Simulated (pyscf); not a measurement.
Thermochemistry of product channels of `[F][SiH][F]` [doublet] + `[H][H]` on the doublet surface, in kJ/mol, from ωB97M-D3(BJ)/def2-TZVP energies (ideal gas, 1 atm, RRHO with modes under 100 cm⁻¹ raised to 100, one conformer, R ln 2 for rigid chiral ones). Optimised with ωB97X-D3(BJ)/def2-SVP in PySCF.

```csv
products,ΔE,ΔH(298 K),ΔG(298 K),ΔG(900 K)
`[FH]` + `[F][SiH2]` [doublet],+125.7,+134.9,+128.7,+119.2
`[FH]` + `[F][SiH]` [singlet] + `[H]` [doublet],+375.6,+366.5,+329.4,+253.1
```

These are energies of the channels, which say nothing of barriers.
